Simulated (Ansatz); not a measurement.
# How the polycrystal shear modulus of fcc Rh moves with the method

No measured value is used here.

```tsv
level (code)	value (GPa)	cell (Å³/atom)
LDA (Ansatz)	184	13.22
PBE (Ansatz)	154	14.04
PBEsol (Ansatz)	…	13.50
r²SCAN (Ansatz)	164	13.72
```

Question: Complete the blanks.

Answer: 
- PBEsol (Ansatz, a program for electronic structure), value (GPa): 175

Each level is taken at its own relaxed cell. Cutoffs differ between the levels. Ansatz's density-functional and Hartree–Fock values are scalar-relativistic unless marked +SOC, with PAW data made under PBE.
